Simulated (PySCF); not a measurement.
**Ga–Ga–OH⁺, singlet in cc-pVDZ: errors against RCCSDT(Q)**

Geometry: that of the Ga–Ga–OH, doublet, kept fixed.

```xyz
4

Ga    0.0000    0.0000   -3.1351
Ga    0.0000    0.0000   -0.4434
O     0.0000    0.0000    1.3134
H     0.0000    0.0000    2.2651
```

Basis cc-pVDZ; PySCF 2.14.0. Only valence electrons are correlated (noble-gas cores and the filled d shells of p-block atoms frozen), which leaves 12 electrons in 44 orbitals. R marks a restricted (for open shells ROHF) determinant. No spin–orbit coupling is included, and no scalar relativity.

Full CI isn't at hand for all of this; RCCSDT(Q) serves as the reference, and is uncertain by the last step of the cluster series or more.

The T1 diagnostic (ROHF- or RHF-based CCSD) is 0.0221 and the largest doubles amplitude (ROHF- or RHF-based CCSD) is 0.079.

From what is known of these methods and the diagnostics, rank them by the size of their error in total energy against RCCSDT(Q) in cc-pVDZ, smallest first (an estimate: the text doesn't fix the numbers).
A. RHF
B. RCCSD(T)
C. RCCSDT
D. RCCSD
E. RMP2

C (2.4 kJ/mol), B (4.2 kJ/mol), D (23.1 kJ/mol), E (81.8 kJ/mol), A (717.7 kJ/mol).

All errors are against RCCSDT(Q) in cc-pVDZ. Within each family the higher level lies nearer, as is usual though not guaranteed.
